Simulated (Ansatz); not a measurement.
# C2H4ClFO, SMILES OCC(F)Cl: harmonic frequencies at the relaxed geometry

Computed with the Python package of Ansatz (0.2.0).

The cells in order, each with its output:

In [1]:
```python
import itertools

import ansatz as az
from ase.data import atomic_numbers, covalent_radii
import numpy as np
from rdkit import Chem
from rdkit.Chem import AllChem
```

In [2]:
```python
BASIS = "cc-pVDZ"
FUNCTIONAL = "B3LYP"
VDW = "d3bj"
```

In [3]:
```python
# start geometry from RDKit
rd = Chem.AddHs(Chem.MolFromSmiles("OCC(F)Cl"))
AllChem.EmbedMolecule(rd, randomSeed=641)
AllChem.UFFOptimizeMolecule(rd)
mol = az.Crystal.molecule()
for atom, xyz in zip(rd.GetAtoms(), rd.GetConformer().GetPositions()):
    mol = mol.atom(atom.GetSymbol(), xyz.round(5).tolist())
```

In [4]:
```python
calc = mol.calculation().basis(gaussian=BASIS).functional(FUNCTIONAL, dispersion=VDW)
symbols = [site.symbol for site in mol.cartesian_sites]
start = np.array([site.position_ang for site in mol.cartesian_sites], dtype=float)
data = calc.relax(force_tolerance=0.003).run(threads=1).report
end = np.array(data["positions_ang"])
```

In [5]:
```python
# pairs closer than 1.2 times the sum of covalent radii, before or after
radius = [covalent_radii[atomic_numbers[s]] for s in symbols]
span = lambda where, i, j: np.linalg.norm(where[i] - where[j])
bonded = [(i, j) for i, j in itertools.combinations(range(len(symbols)), 2) if min(span(start, i, j), span(end, i, j)) < 1.2 * (radius[i] + radius[j])]
print("pair        before    after (A)")
for i, j in bonded:
    print(f"{symbols[i]}{i}-{symbols[j]}{j}".ljust(10), f"{span(start, i, j):8.4f} {span(end, i, j):8.4f}")
```
```text
pair        before    after (A)
O0-C1        1.4026   1.4052
O0-H5        0.9926   0.9708
C1-C2        1.5273   1.5207
C1-H6        1.1106   1.1021
C1-H7        1.1145   1.1072
C2-F3        1.3829   1.3648
C2-Cl4       1.7833   1.8251
C2-H8        1.1107   1.0987
```

In [6]:
```python
# same settings at the minimum
minimum = az.Crystal.molecule()
for symbol, place in zip(symbols, end):
    minimum = minimum.atom(symbol, place.tolist())
vibrating = (
    minimum.calculation()
    .basis(gaussian=BASIS)
    .functional(FUNCTIONAL, dispersion=VDW)
    .phonons(temperatures=(200, 600, 100))
)
vib = vibrating.run(threads=1).report["vibrations"]
sums = vib["harmonic_sums"]
modes = [m["omega_inv_cm"] for m in sums["modes_at_gamma"] if m["rigid_motion"] == "no"]
print("frequencies (1/cm):", " ".join(f"{w:.0f}" for w in modes))
print("imaginary modes:", sum(w < 0 for w in modes), " zero-point energy:", round(sums["zero_point_energy_ev"], 4), "eV")
print("T (K)   F_vib (eV)   S_vib (meV/K)   C_vib (meV/K)")
for row in zip(sums["temperatures_k"], sums["vibrational_free_energy_ev"], vib["entropy_ev_per_k"], vib["heat_capacity_ev_per_k"]):
    print(f"{row[0]:6.1f} {row[1]:11.4f} {1000 * row[2]:13.4f} {1000 * row[3]:15.4f}")
```
```text
frequencies (1/cm): 140 220 351 404 421 500 654 973 1080 1106 1120 1188 1289 1310 1386 1423 1470 3005 3086 3117 3742
imaginary modes: 0  zero-point energy: 1.7349 eV
T (K)   F_vib (eV)   S_vib (meV/K)   C_vib (meV/K)
 200.0      1.7191        0.2249          0.3514
 300.0      1.6877        0.4035          0.5411
 400.0      1.6383        0.5842          0.7211
 500.0      1.5710        0.7624          0.8767
 600.0      1.4861        0.9339          1.0040
```

Notes:
- The frequencies are harmonic and unscaled, in a modest basis.
- b3lyp holds the VWN-RPA fit, as in Gaussian; the form of ORCA and Turbomole is b3lyp5.
- The result belongs to the one conformer reached from this start, and soft torsions count as harmonic oscillators.
- The whole script took 3.4 min on 1 thread of Arm Neoverse V1 (shared host), peak memory 0.32 GiB.
